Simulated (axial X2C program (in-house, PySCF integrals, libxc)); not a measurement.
**Potential curves of PO⁻, with spin–orbit coupling**

All values were computed with an axial X2C code built on PySCF integrals. Two-component (2c) means X2C with spin–orbit coupling and atomic mean-field two-electron Coulomb and Gaunt terms. Basis: P dyall-av3z [9s8p3d2f], O dyall-av3z [7s6p3d2f] (cores contracted in-house); Gaussian nuclei, density fitting, unrestricted open shells. Masses: P 30.974 u, O 15.995 u.

State: Ω = 1 (⟨Sz⟩ = 1.00, ⟨Lz⟩ = 0.00 at HF). Energies in kJ/mol from the fragments at the same level (P + O-). Fits are polynomials in 1 − R0/R over 0.85 to 1.23 times the lowest point R0.

```tsv
R (Å)	CCSD	BP86	CCSD(T)	MP2
1.3450		-436.84		-411.97
1.4069	-458.05	-514.84	-466.33	-490.10
1.4532	-490.77	-549.68	-500.65	-524.71
1.4996	-508.12	-569.55	-519.69	-544.10
1.5460	-513.57	-577.87	-526.93	-551.71
1.6001	-508.57	-576.63	-524.14	-549.42
1.6542	-494.58	-566.74	-512.48	-538.28
1.7238	-467.45	-545.23	-488.51	-514.87
1.8088		-510.52		-476.83
1.9325		-451.91		-399.24
```

Correlated methods: 12 electrons correlated (number of frozen shells: P 2 s, 1 p; O 1 s), 198 virtual spin orbitals or spinors in MP2.

The state is one determinant whose occupation by symmetry is held fixed; it was picked as the lowest of a PBE0 search that is not exhaustive. Dissociation energies refer to the lowest single-determinant-based atoms at the same level and basis. Density functionals use the spin component along the axis (collinear). Coupled cluster ran in a truncated set of natural virtual spinors; the MP2 energy of the rest was added. (T) has no such correction and the atoms are truncated less, which lowers De at CCSD(T) by a hundredth of an eV or more. The 2c atoms are single determinants rather than J levels; their spin–orbit lowering is only partly caught, and De is too large by that part. This holds for BP86. Other states lie close and PBE0, whose exact exchange favours high spin, may order them wrongly; the determinant shown need not be the ground state. The nearest other 2c determinant of the search, Ω = 0, lies 0.69 eV up at the distance of the search. Without a current term, density functionals place determinants with orbital angular momentum somewhat too high. With several unpaired electrons one determinant need not be a pure state. Open-shell Ω = 0 determinants with evenly filled partner blocks cannot be reached by this program, so the Ω shown need not be the lowest component. This is the Ω = 1 component of a π² triplet; the 0⁺ component is not one determinant and can lie lowest. The highest occupied level of some functionals is positive through self-interaction error; at Hartree–Fock it is bound. Coupled cluster ran on the points near the minimum only. MP2 and coupled cluster on one determinant become unreliable at the stretched end.

Fit the CCSD curve near its minimum: give the equilibrium distance, the harmonic wavenumber and the well depth.

At CCSD, 2c: Re = 1.548 Å, ωe ≈ 1050 cm⁻¹, De = 5.32 eV to P + O-; Be follows as 0.667 cm⁻¹.

What are Re, ωe and De at the BP86 level?

At BP86, 2c: Re = 1.566 Å, ωe ≈ 982 cm⁻¹, De = 6.00 eV to P + O-; Be follows as 0.652 cm⁻¹.

Fit the CCSD(T) curve near its minimum: give the equilibrium distance, the harmonic wavenumber and the well depth.

At CCSD(T), 2c: Re = 1.558 Å, ωe ≈ 1020 cm⁻¹, De = 5.46 eV to P + O-; Be follows as 0.658 cm⁻¹.

Fit the MP2 curve near its minimum: give the equilibrium distance, the harmonic wavenumber and the well depth.

At MP2, 2c: Re = 1.561 Å, ωe ≈ 1010 cm⁻¹, De = 5.72 eV to P + O-; Be follows as 0.656 cm⁻¹.
